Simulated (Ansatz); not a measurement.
The first iterations of a band of AlH3O + H4Si (10 atoms, charge 0, multiplicity 1).

All numbers below come from Ansatz 0.2.0, RKS B3LYP/def2-SVP.

```json
{
  "movable images": "5",
  "climbing image": "yes",
  "spring": "5.0 eV/Å²",
  "optimiser": "quadratic models (default)",
  "start path": "straight line",
  "force threshold": "0.03 eV/Å",
  "iteration limit": "60",
  "end points": "relaxed"
}
```

First end point:

```xyz
10
Properties=species:S:1:pos:R:3
Al 0.131 -0.480 0.175
H -0.338 -1.405 1.376
H 1.629 -0.326 -0.296
O -1.046 0.231 -0.864
H -1.996 0.111 -0.774
Si -0.466 2.662 1.116
H -1.928 2.423 1.244
H -0.013 3.623 2.161
H -0.091 3.145 -0.236
H 0.254 1.366 1.398
```

Last end point:

```xyz
10
Properties=species:S:1:pos:R:3
Al -0.060 0.468 -0.041
H 0.337 -0.177 2.475
H 1.383 -0.197 -0.006
O -1.407 -0.490 -0.491
H -1.384 -1.425 -0.718
Si -0.531 2.846 0.313
H -1.969 3.102 0.635
H 0.290 3.404 1.435
H -0.196 3.646 -0.908
H -0.327 0.176 2.605
```

| iteration | highest image above the first end (eV) | largest band force component (eV/Å) |
| --- | --- | --- |
| 1 | 6.357 | 24.368 |
| 2 | 2.349 | 3.647 |
| 3 | 1.781 | 1.519 |
| 4 | 1.462 | 1.313 |
| 5 | 1.169 | 0.666 |
| 6 | 1.065 | 1.117 |
| 7 | 1.433 | 1.243 |
| 8 | 1.619 | 0.945 |

Problem. Does the band converge within its limit, and where does its top end?

Solution. The run converged. It ended after 24 iterations with the highest image 1.548 eV above the first end. Neighbouring images differ by up to 1.3 eV, so the band resolves the path poorly. The order of the stationary point at the top wasn't checked. The orbitals stay closed-shell, which can raise the energy where a bond breaks towards radicals; this wasn't checked here.

Time of the run: 5.9 min on 2 threads of Intel(R) Xeon(R) Platinum 8259CL CPU @ 2.50GHz (Skylake/Cascade Lake) (shared host), peak memory 0.19 GiB.
